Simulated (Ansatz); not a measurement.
`C#CC(=O)O` + H₂O → `O=C(O)O` + `C#C` at 700 K and 1 bar (formal hydrolysis of a C–C bond).

Computed with Ansatz on PBE0-D4/def2-TZVP structures; ΔE is electronic, products minus reactants. CBS: MP2 limit from def2 TZ/QZ plus the TZ coupled-cluster correction, frozen cores. This one scheme is used for every species. Each species was taken in one conformer, which may not be the lowest.

| species | CCSD(T)/CBS energy (Eh) | H − E (kJ/mol) | S (J/(mol·K)) |
| --- | --- | --- | --- |
| `C#CC(=O)O` | -265.63711 | 168.9 | 375.0 |
| H₂O | -76.37941 | 80.5 | 218.4 |
| `O=C(O)O` | -264.79774 | 148.8 | 327.0 |
| `C#C` | -77.22717 | 102.1 | 244.4 |

H − E and S are ideal-gas, rigid-rotor, harmonic terms from PBE0-D4/def2-TZVP, for one conformer and one mirror image of each species. 1 Eh = 2625.50 kJ/mol, R = 8.31446 J/(mol·K).

Question: By hand: ΔE, ΔH, ΔS and ΔG.

Answer: ΔE = (-264.79774) + (-77.22717) − (-265.63711) − (-76.37941) = -0.00839 Eh = -22.0 kJ/mol. Δ(H − E) = 148.8 + 102.1 − 168.9 − 80.5 = 1.5, so ΔH = -20.5 kJ/mol. ΔS = 327.0 + 244.4 − 375.0 − 218.4 = -22.0 J/(mol·K). ΔG = -20.5 − 700 × (-22.0)/1000 = -5.1 kJ/mol.

Question: By hand: the equilibrium constant, and the temperature at which ΔG would vanish if ΔH and ΔS stayed fixed.

Answer: log₁₀ K = −ΔG/(RT ln 10) = 0.4. ΔG = 0 at ΔH/ΔS = 932 K.

TΔS isn't small against ΔH here. The sign of ΔG lies within the doubt. A doubt of 5 kJ/mol in ΔE shifts log₁₀ K by 0.4 here. Other conformers and mirror images would add mixing entropy, several J/(mol·K) or more a flexible species. These are equilibria of isolated gas molecules and say nothing of rates. Largest T1 diagnostic: 0.016 (customary marks: 0.02 for closed shells, 0.045 for open ones).
